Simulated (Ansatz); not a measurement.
Ideal-gas functions of AlFH₂N, SMILES `[NH2][Al][F]` radical at 400 K and 1 bar, from an Ansatz frequency run at PBE0-D4/def2-TZVP.

Molar mass 62.0 g/mol, point group Cs (symmetry number 1), electronic degeneracy 2, moments of inertia 13.674, 78.35, 92.024 u Å². Harmonic wavenumbers (cm⁻¹, unscaled): 209, 323, 363, 633, 757, 872, 1548, 3594, 3698.

Use S(trans) = R[1.5 ln M + 2.5 ln T − 1.1517]; rotational temperatures θ = 24.2544 K / I; S(rot) = R[ln(√π/σ · √(T³/θAθBθC)) + 1.5]; for each mode x = 1.438777 ν̃/T, S = R[x/(eˣ − 1) − ln(1 − e⁻ˣ)] and H = RT x/(eˣ − 1); 1 cm⁻¹ = 0.0119627 kJ/mol; R = 8.31446 J/(mol·K).

Q: By hand: the entropy, in J/(mol·K).

A: Translation 166.4. Rotation: θ = 1.7738, 0.3096, 0.2636 K, giving 100.0. Vibration, mode by mode: 10.88, 7.52, 6.66, 3.06, 2.16, 1.55, 0.21, 0.00, 0.00, in all 32.0. Electronic 5.8. Sum 304.2 J/(mol·K).

Q: By hand: H − E and G − E in kJ/mol, counted from the electronic energy.

A: Zero-point energy ½ × 11997 × 0.0119627 = 71.8; thermal vibration 7.7; translation, rotation and pV give 4 RT = 13.3. H − E = 92.8 kJ/mol, and G − E = 92.8 − 400 × 304.2/1000 = -28.9 kJ/mol.

Vibration gives 11 % of the entropy. The sum counts one conformer and one mirror image; others add a mixing term.
